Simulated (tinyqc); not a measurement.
Worked calculation (part 1 of 2): CIS on RHF in the sto-3g basis, frozen core, for H2O, spin multiplicity 1. Computed by tinyqc, a small Python program that keeps every step (integrals from PySCF). Settings: charge = 0, multiplicity = 1, basis = sto-3g, method = RHF, frozen orbitals = 1, energy threshold = 1e-10, iteration cap = 57, orthogonalisation = symmetric, start = Wolfsberg-Helmholz matrix, DIIS depth = 6. Command: `OMP_NUM_THREADS=1 python tinyqc.py 21747 21748 out.jsonl` (the two numbers bound the seeds that draw the settings). One thread of a shared host (Intel(R) Xeon(R) Processor @ 2.60GHz), about 0.07 s of CPU time with the checks. Later iterations appear only in the table of the cycle.

## One-electron integrals

Geometry (angstrom):
```
atom        x         y        z
O     0.00000   0.00000  0.00000
H     0.00000   0.78200  0.50100
H     0.00000  -0.86500  0.55400
```

Basis sto-3g: exponents (1/bohr^2) and contraction coefficients of normalised primitives:
```
element  l (shell)   exponent  coefficient
O            s (1)  130.70932      0.15433
O            s (1)   23.80886      0.53533
O            s (1)    6.44361      0.44463
O            s (2)    5.03315     -0.09997
O            s (2)    1.16960      0.39951
O            s (2)    0.38039      0.70012
O            p (3)    5.03315      0.15592
O            p (3)    1.16960      0.60768
O            p (3)    0.38039      0.39196
H            s (1)    3.42525      0.15433
H            s (1)    0.62391      0.53533
H            s (1)    0.16886      0.44463
```

Overlap, kinetic and nuclear-attraction integrals over the contracted functions; the nuclear repulsion is the sum of Za Zb / Rab.

nuclear repulsion = 9.0007719 hartree

overlap S, lower triangle:
```
          1O 1s    1O 2s   1O 2px    1O 2py   1O 2pz    2H 1s    3H 1s
1O 1s   1.00000
1O 2s   0.23670  1.00000
1O 2px  0.00000  0.00000  1.00000
1O 2py  0.00000  0.00000  0.00000   1.00000
1O 2pz  0.00000  0.00000  0.00000   0.00000  1.00000
2H 1s   0.05774  0.49367  0.00000   0.33947  0.21749  1.00000
3H 1s   0.04569  0.43003  0.00000  -0.31005  0.19858  0.20688  1.00000
```

kinetic energy T (hartree), lower triangle:
```
           1O 1s    1O 2s   1O 2px    1O 2py   1O 2pz     2H 1s    3H 1s
1O 1s   29.00320
1O 2s   -0.16801  0.80813
1O 2px   0.00000  0.00000  2.52873
1O 2py   0.00000  0.00000  0.00000   2.52873
1O 2pz   0.00000  0.00000  0.00000   0.00000  2.52873
2H 1s   -0.00033  0.14275  0.00000   0.25822  0.16543   0.76003
3H 1s   -0.00638  0.09757  0.00000  -0.19644  0.12582  -0.00022  0.76003
```

nuclear attraction V (hartree), lower triangle:
```
            1O 1s      1O 2s    1O 2px     1O 2py     1O 2pz     2H 1s     3H 1s
1O 1s   -61.70341
1O 2s    -7.43989  -10.12351
1O 2px    0.00000    0.00000  -9.97034
1O 2py   -0.00253   -0.02498   0.00000  -10.14038
1O 2pz   -0.01617   -0.19088   0.00000   -0.01242  -10.04012
2H 1s    -1.86975   -4.04567   0.00000   -2.49069   -1.65224  -5.92008
3H 1s    -1.47381   -3.41436   0.00000    2.17694   -1.44807  -1.33199  -5.55457
```

core Hamiltonian H = T + V (hartree), lower triangle:
```
            1O 1s     1O 2s    1O 2px    1O 2py    1O 2pz     2H 1s     3H 1s
1O 1s   -32.70021
1O 2s    -7.60790  -9.31538
1O 2px    0.00000   0.00000  -7.44161
1O 2py   -0.00253  -0.02498   0.00000  -7.61165
1O 2pz   -0.01617  -0.19088   0.00000  -0.01242  -7.51138
2H 1s    -1.87008  -3.90292   0.00000  -2.23247  -1.48681  -5.16004
3H 1s    -1.48019  -3.31679   0.00000   1.98049  -1.32226  -1.33221  -4.79454
```

## Two-electron integrals

Functions are numbered as in S; the eight-fold symmetry (ij|kl) = (ji|kl) = (kl|ij) leaves the list below.

Two-electron integrals (ij|kl) in chemists' order, unique and non-zero (hartree):
```
(11|11) 4.78507    (21|11) 0.74138    (21|21) 0.13687    (22|11) 1.11895
(22|21) 0.25663    (22|22) 0.81721    (31|31) 0.02448    (32|31) 0.03781
(32|32) 0.18052    (33|11) 1.11581    (33|21) 0.25668    (33|22) 0.81702
(33|33) 0.88016    (41|41) 0.02448    (42|41) 0.03781    (42|42) 0.18052
(43|43) 0.04744    (44|11) 1.11581    (44|21) 0.25668    (44|22) 0.81702
(44|33) 0.78527    (44|44) 0.88016    (51|51) 0.02448    (52|51) 0.03781
(52|52) 0.18052    (53|53) 0.04744    (54|54) 0.04744    (55|11) 1.11581
(55|21) 0.25668    (55|22) 0.81702    (55|33) 0.78527    (55|44) 0.78527
(55|55) 0.88016    (61|11) 0.18394    (61|21) 0.03365    (61|22) 0.06260
(61|33) 0.06248    (61|41) 0.00130    (61|42) 0.00242    (61|44) 0.06274
(61|51) 0.00083    (61|52) 0.00155    (61|54) 0.00016    (61|55) 0.06259
(61|61) 0.00838    (62|11) 0.42382    (62|21) 0.09832    (62|22) 0.34387
(62|33) 0.33824    (62|41) 0.00617    (62|42) 0.04607    (62|44) 0.35000
(62|51) 0.00395    (62|52) 0.02952    (62|54) 0.00753    (62|55) 0.34307
(62|61) 0.02459    (62|62) 0.17546    (63|31) 0.01057    (63|32) 0.06049
(63|43) 0.00970    (63|53) 0.00622    (63|63) 0.02576    (64|11) 0.24831
(64|21) 0.05838    (64|22) 0.21812    (64|33) 0.20811    (64|41) 0.01380
(64|42) 0.08840    (64|44) 0.23489    (64|51) 0.00207    (64|52) 0.01788
(64|54) 0.01094    (64|55) 0.21114    (64|61) 0.01528    (64|62) 0.13519
(64|64) 0.12880    (65|11) 0.15908    (65|21) 0.03740    (65|22) 0.13974
(65|33) 0.13333    (65|41) 0.00207    (65|42) 0.01788    (65|44) 0.13805
(65|51) 0.01190    (65|52) 0.07195    (65|54) 0.01273    (65|55) 0.14770
(65|61) 0.00979    (65|62) 0.08661    (65|64) 0.06602    (65|65) 0.06805
(66|11) 0.54576    (66|21) 0.12866    (66|22) 0.51362    (66|33) 0.49268
(66|41) 0.01097    (66|42) 0.11081    (66|44) 0.53679    (66|51) 0.00703
(66|52) 0.07099    (66|54) 0.02826    (66|55) 0.51079    (66|61) 0.03251
(66|62) 0.32198    (66|64) 0.28357    (66|65) 0.18167    (66|66) 0.77461
(71|11) 0.14512    (71|21) 0.02657    (71|22) 0.04951    (71|33) 0.04942
(71|41) -0.00103   (71|42) -0.00194   (71|44) 0.04963    (71|51) 0.00066
(71|52) 0.00124    (71|54) -0.00013   (71|55) 0.04950    (71|61) 0.00650
(71|62) 0.01877    (71|64) 0.01061    (71|65) 0.00748    (71|66) 0.02447
(71|71) 0.00523    (72|11) 0.35713    (72|21) 0.08295    (72|22) 0.29295
(72|33) 0.28794    (72|41) -0.00525   (72|42) -0.04029   (72|44) 0.29840
(72|51) 0.00336    (72|52) 0.02580    (72|54) -0.00670   (72|55) 0.29223
(72|61) 0.02002    (72|62) 0.12074    (72|64) 0.06373    (72|65) 0.05819
(72|66) 0.18251    (72|71) 0.01642    (72|72) 0.13060    (73|31) 0.00863
(73|32) 0.05042    (73|43) -0.00835   (73|53) 0.00535    (73|63) 0.01676
(73|73) 0.01850    (74|11) -0.21805   (74|21) -0.05130   (74|22) -0.19343
(74|33) -0.18467   (74|41) 0.01147    (74|42) 0.07557    (74|44) -0.20800
(74|51) -0.00182   (74|52) -0.01611   (74|54) 0.00959    (74|55) -0.18739
(74|61) -0.01184   (74|62) -0.06756   (74|64) -0.01944   (74|65) -0.03179
(74|66) -0.09098   (74|71) -0.01060   (74|72) -0.10475   (74|74) 0.10154
(75|11) 0.13965    (75|21) 0.03285    (75|22) 0.12388    (75|33) 0.11828
(75|41) -0.00182   (75|42) -0.01611   (75|44) 0.12252    (75|51) 0.00980
(75|52) 0.06074    (75|54) -0.01107   (75|55) 0.13071    (75|61) 0.00828
(75|62) 0.05981    (75|64) 0.03092    (75|65) 0.04514    (75|66) 0.09891
(75|71) 0.00679    (75|72) 0.06709    (75|74) -0.05319   (75|75) 0.05256
(76|11) 0.13401    (76|21) 0.03135    (76|22) 0.11823    (76|33) 0.11579
(76|41) -0.00007   (76|42) -0.00079   (76|44) 0.11849    (76|51) 0.00205
(76|52) 0.01800    (76|54) -0.00019   (76|55) 0.12027    (76|61) 0.00773
(76|62) 0.05804    (76|64) 0.03824    (76|65) 0.03234    (76|66) 0.10643
(76|71) 0.00613    (76|72) 0.05095    (76|74) -0.03579   (76|75) 0.02933
(76|76) 0.02354    (77|11) 0.50040    (77|21) 0.11812    (77|22) 0.47874
(77|33) 0.45946    (77|41) -0.00959   (77|42) -0.10177   (77|44) 0.50006
(77|51) 0.00614    (77|52) 0.06518    (77|54) -0.02600   (77|55) 0.47611
(77|61) 0.02841    (77|62) 0.20034    (77|64) 0.09419    (77|65) 0.10542
(77|66) 0.31729    (77|71) 0.02359    (77|72) 0.27001    (77|74) -0.24719
(77|75) 0.15832    (77|76) 0.10643    (77|77) 0.77461
```

## Orthogonalisation

S = U s U^T; symmetric (Loewdin) form X = U s^(-1/2) U^T, so that X^T S X = 1.

eigenvalues of S: 0.34297  0.43988  0.89471  1.00000  1.08224  1.36548  1.87473

X, lower triangle:
```
           1O 1s     1O 2s   1O 2px    1O 2py    1O 2pz     2H 1s    3H 1s
1O 1s    1.02415
1O 2s   -0.14276   1.23829
1O 2px   0.00000   0.00000  1.00000
1O 2py  -0.00163   0.02621  0.00000   1.12077
1O 2pz  -0.00880   0.09517  0.00000   0.00983   1.04189
2H 1s    0.02320  -0.32582  0.00000  -0.25315  -0.14068   1.22912
3H 1s    0.02055  -0.25346  0.00000   0.21706  -0.11548  -0.07453  1.16567
```

## Starting guess

The start is the generalised Wolfsberg-Helmholz matrix (K = 1.75) built on H; D = 2 C_occ C_occ^T.

D at the start, lower triangle:
```
           1O 1s     1O 2s   1O 2px    1O 2py   1O 2pz    2H 1s    3H 1s
1O 1s    2.06055
1O 2s   -0.23880   1.10723
1O 2px   0.00000   0.00000  2.00000
1O 2py   0.01530  -0.06197  0.00000   1.34050
1O 2pz   0.10205  -0.37329  0.00000  -0.01799  1.86481
2H 1s   -0.15770   0.38138  0.00000   0.36773  0.11137  0.28403
3H 1s   -0.13332   0.33474  0.00000  -0.38667  0.09972  0.03990  0.22788
```

## Iteration 1: building the Fock matrix

J_ij = sum D_kl (ij|kl), K_ij = sum D_kl (ik|jl); F = H + J - 0.5 K; E = tr D H + tr D J / 2 - 0.25 tr D K + E_nn.

Coulomb J (hartree), lower triangle:
```
           1O 1s    1O 2s   1O 2px    1O 2py   1O 2pz    2H 1s    3H 1s
1O 1s   17.71279
1O 2s    3.35883  8.39649
1O 2px   0.00000  0.00000  8.37949
1O 2py  -0.00057  0.00227  0.00000   8.39438
1O 2pz  -0.00731  0.00211  0.00000   0.00288  8.39247
2H 1s    0.82512  3.49200  0.00000   2.20008  1.41336  5.21420
3H 1s    0.65197  2.96844  0.00000  -1.94492  1.24980  1.19338  4.85668
```

exchange K (hartree), lower triangle:
```
          1O 1s     1O 2s   1O 2px    1O 2py   1O 2pz    2H 1s    3H 1s
1O 1s   9.73765
1O 2s   1.71041   2.57524
1O 2px  0.00000   0.00000  2.24782
1O 2py  0.00086  -0.00589  0.00000   2.10221
1O 2pz  0.00952  -0.09484  0.00000   0.00315  2.23304
2H 1s   0.43051   1.22572  0.00000   0.72415  0.43211  1.20143
3H 1s   0.34105   1.05862  0.00000  -0.66538  0.38612  0.40759  0.99058
```

Fock matrix F (hartree), lower triangle:
```
            1O 1s     1O 2s    1O 2px    1O 2py    1O 2pz     2H 1s     3H 1s
1O 1s   -19.85625
1O 2s    -5.10428  -2.20651
1O 2px    0.00000   0.00000  -0.18603
1O 2py   -0.00354  -0.01977   0.00000  -0.26837
1O 2pz   -0.02824  -0.14135   0.00000  -0.01111  -0.23543
2H 1s    -1.26021  -1.02377   0.00000  -0.39447  -0.28951  -0.54656
3H 1s    -0.99874  -0.87766   0.00000   0.36826  -0.26551  -0.34263  -0.43315
```

total energy of this density = -74.6617259 hartree

## Iteration 1: diagonalisation and new density

Diagonalise F' = X^T F X, C = X C', fill 5 alpha and 5 beta electrons from the bottom; D = 2 C_occ C_occ^T. Each column has its largest component positive (the first on a tie).

F' = X^T F X (hartree), lower triangle:
```
           1         2         3         4         5         6        7
1  -19.46986
2   -2.71938  -0.94190
3    0.00000   0.00000  -0.18603
4   -0.00426   0.02710   0.00000   0.04908
5   -0.04928   0.05875   0.00000   0.00857  -0.13350
6   -0.19819  -0.58860   0.00000  -0.49462  -0.27201   0.09112
7   -0.12414  -0.47980   0.00000   0.44987  -0.23336  -0.12403  0.05131
```

orbital energies (hartree): MO1 -19.86665, MO2 -1.08611, MO3 -0.54829, MO4 -0.25555, MO5 -0.18603, MO6 0.58268, MO7 0.82017

coefficients C:
```
             MO1       MO2       MO3       MO4      MO5       MO6       MO7
1O 1s    0.99360  -0.21848   0.00885   0.10188  0.00000   0.14717   0.05674
1O 2s    0.02881   0.74393  -0.04985  -0.48178  0.00000  -0.89164  -0.38729
1O 2px   0.00000   0.00000   0.00000   0.00000  1.00000   0.00000   0.00000
1O 2py   0.00085   0.01889   0.61266  -0.00280  0.00000   0.29489  -0.95154
1O 2pz   0.00423   0.14411   0.00276   0.85327  0.00000  -0.57764  -0.21295
2H 1s   -0.00731   0.24733   0.40933   0.17772  0.00000   0.52349   1.08280
3H 1s   -0.00584   0.20498  -0.43950   0.19018  0.00000   0.97918  -0.50920
```

D after iteration 1, lower triangle:
```
           1O 1s     1O 2s   1O 2px    1O 2py   1O 2pz     2H 1s    3H 1s
1O 1s    2.09086
1O 2s   -0.36686   1.57772
1O 2px   0.00000   0.00000  2.00000
1O 2py   0.00371  -0.03023  0.00000   0.75144
1O 2pz   0.11935  -0.60781  0.00000   0.00406  1.49773
2H 1s   -0.07914   0.15551  0.00000   0.50990  0.37677   0.52072
3H 1s   -0.07019   0.16521  0.00000  -0.53186  0.38116  -0.19072  0.54276
```

## Iteration 9 (converged): orbitals

converged F (hartree), lower triangle:
```
            1O 1s     1O 2s    1O 2px    1O 2py    1O 2pz     2H 1s     3H 1s
1O 1s   -20.21878
1O 2s    -5.16034  -2.43018
1O 2px    0.00000   0.00000  -0.38134
1O 2py   -0.00235  -0.02816   0.00000  -0.31302
1O 2pz   -0.02823  -0.10691   0.00000  -0.02499  -0.32920
2H 1s    -1.27688  -1.06648   0.00000  -0.42782  -0.33450  -0.60946
3H 1s    -1.01247  -0.90734   0.00000   0.39287  -0.31126  -0.32924  -0.48253
```

As before.

F' = X^T F X (hartree), lower triangle:
```
           1         2         3         4         5         6        7
1  -19.83913
2   -2.69545  -1.21767
3    0.00000   0.00000  -0.38134
4   -0.00106   0.01503   0.00000   0.01537
5   -0.05213   0.10651   0.00000  -0.00610  -0.20624
6   -0.21109  -0.56054   0.00000  -0.50552  -0.31516   0.03448
7   -0.13445  -0.45924   0.00000   0.46204  -0.28366  -0.09106  0.00828
```

orbital energies (hartree): MO1 -20.22759, MO2 -1.24793, MO3 -0.62047, MO4 -0.42488, MO5 -0.38134, MO6 0.55094, MO7 0.76503

coefficients C:
```
             MO1       MO2       MO3       MO4      MO5       MO6       MO7
1O 1s    0.99415  -0.23396   0.01499   0.09500  0.00000   0.12799   0.04012
1O 2s    0.02634   0.83998  -0.08102  -0.49607  0.00000  -0.82712  -0.30139
1O 2px   0.00000   0.00000   0.00000   0.00000  1.00000   0.00000   0.00000
1O 2py   0.00072   0.02764   0.59272  -0.02331  0.00000   0.23198  -0.98066
1O 2pz   0.00384   0.11324   0.03814   0.80372  0.00000  -0.65871  -0.18367
2H 1s   -0.00647   0.17807   0.43808   0.24578  0.00000   0.58987   1.03675
3H 1s   -0.00519   0.14045  -0.44078   0.30117  0.00000   0.92897  -0.56722
```

D after iteration 9, lower triangle:
```
           1O 1s     1O 2s   1O 2px    1O 2py   1O 2pz     2H 1s    3H 1s
1O 1s    2.10464
1O 2s   -0.43736   1.91781
1O 2px   0.00000   0.00000  2.00000
1O 2py   0.00183  -0.02643  0.00000   0.70524
1O 2pz   0.10850  -0.61314  0.00000   0.01400  1.32051
2H 1s   -0.03635  -0.01602  0.00000   0.51769  0.46877   0.56814
3H 1s   -0.03204   0.00830  0.00000  -0.52880  0.48226  -0.18806  0.60949
```

## Convergence

Stop when the energy changes by less than 1e-10 hartree and every element of the error matrix X^T (F D S - S D F) X is below 3e-06.

Course of the cycle:
```
iteration  E (hartree)     change  largest element of the error matrix
1          -74.6617259          -                             4.36e-01
2          -74.9304018  -2.69e-01                             1.13e-01
3          -74.9490625  -1.87e-02                             2.98e-02
4          -74.9505938  -1.53e-03                             4.62e-03
5          -74.9506733  -7.95e-05                             6.53e-04
6          -74.9506740  -6.45e-07                             5.21e-05
7          -74.9506740  -3.90e-09                             1.21e-05
8          -74.9506740  -2.19e-10                             7.24e-07
9          -74.9506740  -1.05e-12                             3.68e-08
```

PySCF RHF in the same basis = -74.9506740 hartree

Converged in 9 iterations.

## Populations, bond orders and dipole

Mulliken: Z minus the diagonal of D S on the atom; Loewdin: the same with S^(1/2) D S^(1/2); Mayer order: 2 sum_s sum (D(s) S)_ij (D(s) S)_ji over the two atoms.

Charges (e):
```
atom  Mulliken   Loewdin
1O    -0.37067  -0.25983
2H     0.20308   0.13779
3H     0.16759   0.12204
```

Mayer bond orders:
```
pair    order
2-1   0.93908
3-1   0.95223
3-2   0.01968
```

dipole moment about the origin, x y z (debye): 0.00000  0.03572  1.63405

## Integrals over molecular orbitals

(pq|rs) = sum C_ip C_jq C_kr C_ls (ij|kl), one index at a time.

one-electron integrals over orbitals h = C^T H C (hartree), lower triangle:
```
           1         2         3         4         5         6         7
1  -32.68256
2    0.56180  -7.64164
3   -0.03583   0.02116  -6.30362
4   -0.21401   0.42588  -0.12497  -6.97981
5    0.00000   0.00000   0.00000   0.00000  -7.44161
6   -0.29681   1.28459  -0.49639   1.06089   0.00000  -5.26429
7   -0.09252   0.44364   1.67682   0.14776   0.00000   0.09108  -5.59984
```

Two-electron integrals over orbitals (pq|rs), unique and non-zero (hartree); the lowest 1 orbital is frozen and left out:
```
(22|22) 0.72470    (32|22) 0.01487    (32|32) 0.14283    (33|22) 0.63562
(33|32) -0.00847   (33|33) 0.62521    (42|22) -0.00082   (42|32) 0.00252
(42|33) 0.00584    (42|42) 0.12624    (43|22) 0.01130    (43|32) 0.02182
(43|33) 0.00439    (43|42) -0.01174   (43|43) 0.04768    (44|22) 0.68102
(44|32) -0.00971   (44|33) 0.59578    (44|42) -0.10343   (44|43) 0.01679
(44|44) 0.78448    (52|52) 0.14551    (53|52) -0.00696   (53|53) 0.02866
(54|52) -0.04339   (54|53) 0.00398    (54|54) 0.05369    (55|22) 0.74823
(55|32) -0.00486   (55|33) 0.62288    (55|42) -0.06563   (55|43) 0.01620
(55|44) 0.73057    (55|55) 0.88016    (62|22) -0.13054   (62|32) 0.01695
(62|33) -0.06792   (62|42) -0.02489   (62|43) -0.00801   (62|44) -0.08602
(62|55) -0.14893   (62|62) 0.09456    (63|22) 0.04903    (63|32) 0.04240
(63|33) 0.02604    (63|42) -0.01648   (63|43) 0.03269    (63|44) 0.03997
(63|55) 0.05619    (63|62) -0.02582   (63|63) 0.08430    (64|22) -0.09988
(64|32) -0.01783   (64|33) -0.04034   (64|42) 0.02237    (64|43) -0.00877
(64|44) -0.11538   (64|55) -0.11452   (64|62) 0.05803    (64|63) -0.03595
(64|64) 0.07004    (65|52) -0.05729   (65|53) 0.00898    (65|54) 0.00045
(65|65) 0.03715    (66|22) 0.59390    (66|32) -0.04437   (66|33) 0.56710
(66|42) 0.05558    (66|43) -0.02460   (66|44) 0.54698    (66|55) 0.57834
(66|62) -0.08456   (66|63) -0.01849   (66|64) -0.03371   (66|66) 0.60792
(72|22) -0.04625   (72|32) -0.04056   (72|33) -0.01592   (72|42) 0.00242
(72|43) 0.02832    (72|44) -0.03594   (72|55) -0.05091   (72|62) 0.01279
(72|63) 0.02588    (72|64) 0.02187    (72|66) -0.02699   (72|72) 0.06824
(73|22) -0.13854   (73|32) 0.02170    (73|33) -0.08942   (73|42) 0.06695
(73|43) -0.00484   (73|44) -0.15860   (73|55) -0.18487   (73|62) 0.06958
(73|63) -0.02047   (73|64) 0.06736    (73|66) -0.04780   (73|72) 0.03135
(73|73) 0.14347    (74|22) -0.00696   (74|32) 0.06944    (74|33) -0.01221
(74|42) -0.00297   (74|43) -0.00332   (74|44) -0.01719   (74|55) -0.01486
(74|62) 0.01836    (74|63) 0.03877    (74|64) -0.00703   (74|66) -0.03378
(74|72) -0.01258   (74|73) 0.02319    (74|74) 0.06145    (75|52) -0.01834
(75|53) -0.02215   (75|54) 0.00238    (75|65) 0.00374    (75|75) 0.02633
(76|22) 0.00700    (76|32) 0.08849    (76|33) -0.01375   (76|42) 0.01697
(76|43) 0.04148    (76|44) -0.01919   (76|55) -0.00765   (76|62) -0.00308
(76|63) 0.05745    (76|64) -0.01750   (76|66) -0.04374   (76|72) 0.00602
(76|73) 0.03027    (76|74) 0.04537    (76|76) 0.09660    (77|22) 0.63022
(77|32) 0.05269    (77|33) 0.60181    (77|42) -0.01386   (77|43) 0.02788
(77|44) 0.60521    (77|55) 0.62795    (77|62) -0.06517   (77|63) 0.06254
(77|64) -0.05396   (77|66) 0.53594    (77|72) -0.02181   (77|73) -0.08520
(77|74) 0.02252    (77|76) 0.04015    (77|77) 0.64475
```

## CIS matrix, singlets

A(ia,jb) = (e_a - e_i) d_ij d_ab + 2 (ia|jb) - (ij|ab).

CIS matrix A, singlet (hartree), lower triangle:
```
          2>6       2>7       3>6      3>7      4>6      4>7      5>6      5>7
2>6   1.39409
2>7   0.01859   1.51922
3>6  -0.00727  -0.03673   0.77291
3>7   0.05067   0.01000  -0.02719  1.07064
4>6   0.06047   0.02678  -0.04730  0.09323  0.56892
4>7   0.01975  -0.01131   0.03606  0.01850  0.00514  0.70760
5>6   0.00000   0.00000   0.00000  0.00000  0.00000  0.00000  0.42823
5>7   0.00000   0.00000   0.00000  0.00000  0.00000  0.00000  0.01514  0.57108
```
